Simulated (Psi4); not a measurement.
# BH3S (SMILES BS): DLPNO-CCSD(T)/LANL2DZ (density fitting, core potential, density fitting for correlation, Cartesian functions, pno convergence loose)

What is the energy change on altering one bond length of BH3S at DLPNO-CCSD(T)/LANL2DZ (density fitting, core potential, density fitting for correlation, Cartesian functions, pno convergence loose)? 

Program for the calculation: Psi4 1.11.

2 further runs of the same task are left out: 2 set aside as unsound or not needed.

**1. The structure to begin with**

The species is BH3S (5 atoms), meant as a singlet with charge 0. As SMILES, `BS`. The coordinates come from a PBE0-D4/def2-TZVP relaxation.

Bond lengths: B1–S2 1.765 Å, B1–H3 1.192 Å, B1–H4 1.190 Å, S2–H5 1.344 Å. Angles: B1–S2–H5 99.2°, S2–B1–H3 115.8°, S2–B1–H4 121.4°, H3–B1–H4 122.7°.

**2. A single-point energy at DLPNO-CCSD(T)/LANL2DZ (density fitting, core potential, density fitting for correlation, Cartesian functions, pno convergence loose)**

File bh3s.xyz:

```xyz
5
BH3S
B     -0.392100    -0.421000     0.088100
S      0.161700     1.236900    -0.154300
H     -1.562900    -0.556400     0.264200
H      0.367100    -1.337600     0.074200
H      1.476100     1.004400    -0.313600
```

File bh3s.py:

```python
import psi4

psi4.set_memory(1600000000)
psi4.set_num_threads(1)
psi4.core.set_output_file('psi4.out', False)

with open('bh3s.xyz') as f:
    atoms = ''.join(f.readlines()[2:])
geom = psi4.geometry('0 1\n' + atoms + 'symmetry c1')

psi4.set_options({
    'basis': 'LANL2DZ',
    'reference': 'rhf',
    'scf_type': 'df',
    'num_frozen_docc': 0,
    'pno_convergence': 'loose',
})

e = psi4.energy("dlpno-ccsd(t)", molecule=geom)
print(f'dlpno-ccsd(t) energy: {e:.10f} Eh')
```

The run is started by

```sh
$ python bh3s.py
```

psi4.out:

```text
[...]
    !!!  WARNING: ECP capability is in beta. Please check occupations closely.  !!!
[...]
  Running in c1 symmetry.
[...]
  Nuclear repulsion =   20.002007330897762
[...]
  Multiplicity = 1
[...]
  Nalpha       = 7
  Nbeta        = 7
[...]
    Number of basis functions: 23
[...]
   @DF-RHF iter   1:   -36.26012284557601   -1.43395e+00   8.27040e-03 ADIIS/DIIS
[...]
    Orbital Energies [Eh]
    ---------------------
    Doubly Occupied:
       1A     -7.651289     2A     -1.012068     3A     -0.697444
       4A     -0.582406     5A     -0.505476     6A     -0.447726
       7A     -0.409752
[...]
  @DF-RHF Final Energy:   -36.30309531153746
   => Energetics <=
    Nuclear Repulsion Energy =             20.0020073308977615
    One-Electron Energy =                 -89.9978815090129984
    Two-Electron Energy =                  33.6927788665777683
    Total Energy =                        -36.3030953115374615
[...]
 Multipole Moments:
 ------------------------------------------------------------------------------------
     Multipole            Electronic (a.u.)      Nuclear  (a.u.)        Total (a.u.)
 ------------------------------------------------------------------------------------
 L = 1.  Multiply by 2.5417464519 to convert [e a0] to [Debye]
 Dipole X            :          2.4091580           -1.9947754            0.4143827
 Dipole Y            :         10.7492716          -11.1955528           -0.4462812
 Dipole Z            :         -1.4076298            1.3946368           -0.0129931
 Magnitude           :                                                    0.6091377
[...]
   * WARNING: This answer will likely vary from one obtained by a energy('dlpno-mp2') call
                due to lack of a semi-canonical MP2 prescreening step in DLPNO-MP2, as well
[...]
  @LCCSD(T) iter   3:  -0.001828041694 -2.555e-07  4.298e-07        0
[...]
```

On the terminal:

```text
dlpno-ccsd(t) energy: -36.4268567157 Eh
```

Wall time 7.8 s (1 thread of Intel Xeon Platinum 8375C at 2.90GHz (Ice Lake), shared host); peak memory 0.21 GiB.

**3. The distorted shape**

File bh3s.sdf:

```

     RDKit          3D

  5  4  0  0  0  0  0  0  0  0999 V2000
   -0.4475   -0.5867    0.1123 B   0  0  0  0  0  0  0  0  0  0  0  0
    0.1617    1.2369   -0.1543 S   0  0  0  0  0  0  0  0  0  0  0  0
   -1.6183   -0.7221    0.2884 H   0  0  0  0  0  0  0  0  0  0  0  0
    0.3117   -1.5033    0.0984 H   0  0  0  0  0  0  0  0  0  0  0  0
    1.4761    1.0044   -0.3136 H   0  0  0  0  0  0  0  0  0  0  0  0
  2  1  1  0
  3  1  1  0
  4  1  1  0
  5  2  1  0
M  END
$$$$
```

File bh3s_ase.py:

```python
import numpy as np
from ase.calculators.psi4 import Psi4
from ase.io import read

atoms = read('bh3s.sdf')
calc = Psi4(atoms=atoms, method='dlpno-ccsd(t)', basis='LANL2DZ', memory='1600MB', num_threads=1, charge=0, multiplicity=1, label='bh3s', reference='rhf')
calc.psi4.set_options({'scf_type': 'df', 'num_frozen_docc': 0, 'pno_convergence': 'loose'})
atoms.calc = calc

print(f'energy: {atoms.get_potential_energy():.6f} eV')
```

The run is started by

```sh
$ python bh3s_ase.py
```

bh3s.dat:

```text
[...]
    !!!  WARNING: ECP capability is in beta. Please check occupations closely.  !!!
[...]
  Running in c1 symmetry.
[...]
  Nuclear repulsion =   18.953449789754174
[...]
  Multiplicity = 1
[...]
  Nalpha       = 7
  Nbeta        = 7
[...]
    Number of basis functions: 23
[...]
   @DF-RHF iter   1:   -36.27555014278861   -1.46872e+00   5.96095e-03 DIIS/ADIIS
[...]
    Orbital Energies [Eh]
    ---------------------
    Doubly Occupied:
       1A     -7.675795     2A     -0.980353     3A     -0.702047
       4A     -0.569561     5A     -0.507243     6A     -0.440253
       7A     -0.392077
[...]
  @DF-RHF Final Energy:   -36.30056911038020
   => Energetics <=
    Nuclear Repulsion Energy =             18.9534497897541740
    One-Electron Energy =                 -87.9733817226389192
    Two-Electron Energy =                  32.7193628225045501
    Total Energy =                        -36.3005691103801951
[...]
 Multipole Moments:
 ------------------------------------------------------------------------------------
     Multipole            Electronic (a.u.)      Nuclear  (a.u.)        Total (a.u.)
 ------------------------------------------------------------------------------------
 L = 1.  Multiply by 2.5417464519 to convert [e a0] to [Debye]
 Dipole X            :          2.6298900           -2.3126482            0.3172418
 Dipole Y            :         11.4464914          -12.1463026           -0.6998112
 Dipole Z            :         -1.5077014            1.5334910            0.0257896
 Magnitude           :                                                    0.7687933
[...]
   * WARNING: This answer will likely vary from one obtained by a energy('dlpno-mp2') call
                due to lack of a semi-canonical MP2 prescreening step in DLPNO-MP2, as well
[...]
  @LCCSD(T) iter   3:  -0.002088270156 -4.785e-07  5.737e-07        0
[...]
```

Standard output:

```text
energy: -991.185352 eV
```

It took 7.5 s on 1 thread of Intel Xeon Platinum 8375C at 2.90GHz (Ice Lake), shared host; peak memory 0.22 GiB.

**4. Summary of results**

Level: DLPNO-CCSD(T)/LANL2DZ (density fitting, core potential, density fitting for correlation, Cartesian functions, pno convergence loose).

| quantity | value |
| --- | --- |
| first shape: total energy | -36.42686 Eh |
| first shape: HOMO energy (Hartree–Fock orbitals) | -11.15 eV |
| first shape: LUMO energy (Hartree–Fock orbitals) | 2.05 eV |
| first shape: HOMO–LUMO gap (Hartree–Fock orbitals) | 13.20 eV |
| first shape: correlation energy | -123.8 mEh |
| first shape: (T) correction | -1.83 mEh |
| first shape: T1 diagnostic | 0.017 |
| distorted shape: total energy | -36.42539 Eh |
| distorted shape: HOMO energy (Hartree–Fock orbitals) | -10.67 eV |
| distorted shape: LUMO energy (Hartree–Fock orbitals) | 1.63 eV |
| distorted shape: HOMO–LUMO gap (Hartree–Fock orbitals) | 12.30 eV |
| distorted shape: correlation energy | -124.8 mEh |
| distorted shape: (T) correction | -2.09 mEh |
| distorted shape: T1 diagnostic | 0.019 |
| energy change with the B1–S2 bond stretched from 1.765 to 1.941 Å | 0.040 eV |

With the B1–S2 bond stretched from 1.765 to 1.941 Å the energy rises by 0.04 eV (0.9 kcal/mol). The first shape isn't relaxed at this level, so the change isn't measured from a minimum. The triples (first shape) make up 1.5 % of the correlation energy. The triples (distorted shape) make up 1.7 % of the correlation energy.
